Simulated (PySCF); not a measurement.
**BH3O (BH2(OH)): B2PLYP/STO-3G**

What is the vertical singlet–triplet gap of BH3O (BH2(OH)) at B2PLYP/STO-3G? 

The calculation is run with PySCF 2.14.0.

8 further runs of the same task are left out: 8 set aside as unsound or not needed.

## Step 1: The molecule

BH3O has 5 atoms, charge 0, and is taken as a singlet. SMILES: `[H]B([H])O`. The coordinates come from a GFN2-xTB relaxation.

Bond lengths: B1–O4 1.325 Å, B1–H2 1.172 Å, B1–H3 1.182 Å, O4–H5 0.958 Å. Angles: B1–O4–H5 117.9°, H2–B1–O4 115.8°, H3–B1–O4 122.8°, H2–B1–H3 121.4°.

## Step 2: A single-point energy at B2PLYP/STO-3G

Contents of job.py:

```python
from pyscf import gto, dft, mp

molecule = gto.Mole()
molecule.atom = '''
B      0.270970     0.302480    -0.108500
H      1.403550     0.390040    -0.395610
H     -0.432910     1.251360    -0.080700
O     -0.159420    -0.918700     0.174490
H     -1.082200    -1.025180     0.410320
'''
molecule.max_memory = 1860
molecule.basis = 'sto-3g'
molecule.charge = 0
molecule.verbose = 3
molecule.build()

mf = dft.RKS(molecule)
mf.xc = '0.53*HF + 0.47*B88, 0.73*LYP'
mf.grids.level = 5
mf.conv_tol = 1e-10
mf.kernel()
if not mf.converged:
    mf = mf.newton().run(mf.mo_coeff, mf.mo_occ)

pt = mp.MP2(mf, frozen=2).run()
e_final = mf.e_tot + 0.27 * pt.e_corr
print('PT2 part  %.8f' % (0.27 * pt.e_corr))
print('E(%s) = %.9f' % ('B2PLYP', e_final))
```

Started as:

```bash
$ OMP_NUM_THREADS=1 python job.py
```

Standard output:

```text
converged SCF energy = -100.352925131408
E(RMP2) = -100.463492457356  E_corr = -0.110567325947605
E(SCS-RMP2) = -100.471068970871  E_corr = -0.118143839462738
PT2 part  -0.02985318
E(B2PLYP) = -100.382778309
```

It took 1.6 s on 1 thread of Arm Neoverse V2, shared host; peak memory 0.17 GiB.

## Step 3: The triplet, same level

Contents of calc.py:

```python
from pyscf import gto, dft, mp

mol = gto.M(
    atom='''
B    0.270970   0.302480  -0.108500
H    1.403550   0.390040  -0.395610
H   -0.432910   1.251360  -0.080700
O   -0.159420  -0.918700   0.174490
H   -1.082200  -1.025180   0.410320
''',
    charge=0,
    verbose=4,
    basis='sto-3g',
    max_memory=1860,
    spin=2,
)

myscf = dft.UKS(mol)
myscf.xc = '0.53*HF + 0.47*B88, 0.73*LYP'
myscf.grids.level = 5
myscf.conv_tol = 1e-10
myscf.kernel()
if not myscf.converged:
    myscf = myscf.newton().run(myscf.mo_coeff, myscf.mo_occ)

pt = mp.MP2(myscf, frozen=2).run()
e_tot = myscf.e_tot + 0.27 * pt.e_corr
print('PT2 part  %.8f' % (0.27 * pt.e_corr))
print(f'total energy: {e_tot:.8f} hartree')
```

Started as:

```bash
$ OMP_NUM_THREADS=1 python calc.py
```

Standard output:

```text
PySCF version 2.14.0

[INPUT] num. atoms = 5
[INPUT] num. electrons = 16
[INPUT] charge = 0
[INPUT] spin (= nelec alpha-beta = 2S) = 2
[INPUT] symmetry False subgroup None
[INPUT] Mole.unit = angstrom
[INPUT] Symbol           X                Y                Z      unit          X                Y                Z       unit  Magmom
[INPUT]  1 B      0.270970000000   0.302480000000  -0.108500000000 AA    0.512059087973   0.571604358158  -0.205035284515 Bohr   0.0
[INPUT]  2 H      1.403550000000   0.390040000000  -0.395610000000 AA    2.652325102133   0.737068777625  -0.747594552139 Bohr   0.0
[INPUT]  3 H     -0.432910000000   1.251360000000  -0.080700000000 AA   -0.818081336585   2.364727683236  -0.152500898252 Bohr   0.0
[INPUT]  4 O     -0.159420000000  -0.918700000000   0.174490000000 AA   -0.301260138778  -1.736091390638   0.329738311475 Bohr   0.0
[INPUT]  5 H     -1.082200000000  -1.025180000000   0.410320000000 AA   -2.045061612004  -1.937309428382   0.775392423432 Bohr   0.0

nuclear repulsion = 30.8085109473902
number of shells = 9
number of NR pGTOs = 39
number of NR cGTOs = 13
basis = sto-3g
ecp = {}

******** <class 'pyscf.dft.uks.UKS'> ********
method = UKS
initial guess = minao
damping factor = 0
level_shift factor = 0
DIIS = <class 'pyscf.scf.diis.CDIIS'>
diis_start_cycle = 1
diis_space = 8
diis_damp = 0
SCF conv_tol = 1e-10
SCF conv_tol_grad = None
SCF max_cycles = 50
direct_scf = True
direct_scf_tol = 1e-13
number electrons alpha = 9  beta = 7
XC library pyscf.dft.libxc version 7.0.0
    S. Lehtola, C. Steigemann, M. J.T. Oliveira, and M. A.L. Marques.,  SoftwareX 7, 1–5 (2018)
XC functionals = 0.53*HF + 0.47*B88, 0.73*LYP
    A. D. Becke.,  Phys. Rev. A 38, 3098 (1988)
    C. Lee, W. Yang, and R. G. Parr.,  Phys. Rev. B 37, 785 (1988)
    B. Miehlich, A. Savin, H. Stoll, and H. Preuss.,  Chem. Phys. Lett. 157, 200 (1989)
radial grids:
    Treutler-Ahlrichs [JCP 102, 346 (1995); DOI:10.1063/1.469408] (M4) radial grids

becke partition: Becke, JCP 88, 2547 (1988); DOI:10.1063/1.454033
pruning grids: <function nwchem_prune>
grids dens level: 5
symmetrized grids: False
atomic radii adjust function: <function treutler_atomic_radii_adjust>
small_rho_cutoff = 0
Set gradient conv threshold to 1e-05
tot grids = 156760
init E= -100.420235137267
[... the frontier-level lines of each cycle are left out ...]


cycle= 1 E= -100.008852097021  delta_E= 0.411  |g|= 0.289  |ddm|= 1.96


cycle= 2 E= -100.024665871013  delta_E= -0.0158  |g|= 0.311  |ddm|= 0.768


cycle= 3 E= -100.080340719147  delta_E= -0.0557  |g|= 0.0218  |ddm|= 0.359


cycle= 4 E= -100.081615349038  delta_E= -0.00127  |g|= 0.0196  |ddm|= 0.066


cycle= 5 E= -100.082392749373  delta_E= -0.000777  |g|= 0.0114  |ddm|= 0.0558


cycle= 6 E= -100.082799411844  delta_E= -0.000407  |g|= 0.00283  |ddm|= 0.0666


cycle= 7 E= -100.082821089225  delta_E= -2.17e-05  |g|= 0.000395  |ddm|= 0.017


cycle= 8 E= -100.082821439813  delta_E= -3.51e-07  |g|= 0.000145  |ddm|= 0.00187


cycle= 9 E= -100.082821491229  delta_E= -5.14e-08  |g|= 5.65e-05  |ddm|= 0.000599


cycle= 10 E= -100.082821508952  delta_E= -1.77e-08  |g|= 3.27e-05  |ddm|= 0.000331


cycle= 11 E= -100.082821519865  delta_E= -1.09e-08  |g|= 2.91e-05  |ddm|= 0.000247


cycle= 12 E= -100.082821540392  delta_E= -2.05e-08  |g|= 2.4e-05  |ddm|= 0.000538


cycle= 13 E= -100.082821576587  delta_E= -3.62e-08  |g|= 7.1e-06  |ddm|= 0.00167


cycle= 14 E= -100.082821579352  delta_E= -2.76e-09  |g|= 9.08e-07  |ddm|= 0.000576


cycle= 15 E= -100.082821579358  delta_E= -6.71e-12  |g|= 2.48e-07  |ddm|= 2.61e-05


Extra cycle  E= -100.082821579359  delta_E= -1.71e-13  |g|= 1.13e-07  |ddm|= 5.21e-07
converged SCF energy = -100.082821579359  <S^2> = 2.0031528  2S+1 = 3.0021011

******** <class 'pyscf.mp.ump2.UMP2'> ********
nocc = (np.int64(7), np.int64(5)), nmo = (11, 11)
frozen orbitals 2
E(UMP2) = -100.17701981109  E_corr = -0.094198231731957
E(SCS-UMP2) = -100.177869123109  E_corr = -0.0950475437505657
E_corr(same-spin) = -0.0207580780705185
E_corr(oppo-spin) = -0.0734401536614385
PT2 part  -0.02543352
total energy: -100.10825510 hartree
```

It took 3.6 s on 1 thread of Arm Neoverse V2, shared host; peak memory 0.18 GiB.

## Step 4: Results

Level: B2PLYP/STO-3G, 2 core orbitals frozen.

```
                                                         quantity          value
                                            singlet: total energy  -100.38278 Eh
                                singlet: dipole moment (SCF part)         1.81 D
                       singlet: HOMO energy (SCF part's orbitals)       -8.05 eV
                       singlet: LUMO energy (SCF part's orbitals)        5.34 eV
                     singlet: HOMO–LUMO gap (SCF part's orbitals)       13.39 eV
                                            triplet: total energy  -100.10826 Eh
                                triplet: dipole moment (SCF part)         2.58 D
triplet: HOMO energy (SCF part's orbitals) (highest over α and β)       -0.61 eV
                                                    triplet: ⟨S²⟩          2.003
                 vertical energy of the triplet above the singlet       7.470 eV
```

In words: At this shape the triplet lies 7.47 eV (172 kcal/mol) above the singlet. In a minimal basis such a difference can be off by several eV, whatever the method. Mulliken charges (triplet) run from -0.20 on O4 to +0.29 on H5; they depend strongly on the basis.
